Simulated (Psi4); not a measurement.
Process, species as SMILES: P (PH3) + H+ → [PH4+]
B3LYP-D3(BJ)/def2-TZVP geometries, fixed; electronic energies without zero-point terms; positive where energy is released.
Largest species:
```
P
H 1 1.3979
H 1 1.3979 2 109.47
H 1 1.3979 2 109.47 3 -120.00
H 1 1.3979 2 109.47 4 -120.00
```
Charge +1, spin multiplicity 1.

The proton affinity at MP2 with Psi4, in kcal/mol, split into its Hartree-Fock and correlation parts. Density fitting with the program's default auxiliary sets. Cores are frozen. No added dispersion term, no relativity. Functions are those of the species that has most.

```json
[
 {"basis": "cc-pV(D+d)Z", "X": "2", "functions": "43", "Hartree-Fock": "198.94", "MP2": "194.85"},
 {"basis": "cc-pV(T+d)Z", "X": "3", "functions": "95", "Hartree-Fock": "200.78", "MP2": "194.20"},
 {"basis": "cc-pV(Q+d)Z", "X": "4", "functions": "184", "Hartree-Fock": "201.13", "MP2": "194.06"}
]
```

Worked estimate of the basis-set limit from each neighbouring pair, with Hartree-Fock from the larger set and the correlation part extrapolated as X^-3.
Correlation parts: X = 2: -4.09, X = 3: -6.58, X = 4: -7.07.
- (2,3): (27·(-6.58) - 8·(-4.09))/19 = -7.63; with Hartree-Fock 200.78 the estimate is 193.15 kcal/mol.
- (3,4): (64·(-7.07) - 27·(-6.58))/37 = -7.43; with Hartree-Fock 201.13 the estimate is 193.70 kcal/mol.
The last two estimates differ by 0.55 kcal/mol; the largest set lies 0.36 from the last. Over the last step Hartree-Fock moves by 0.35 and the correlation part by -0.49.
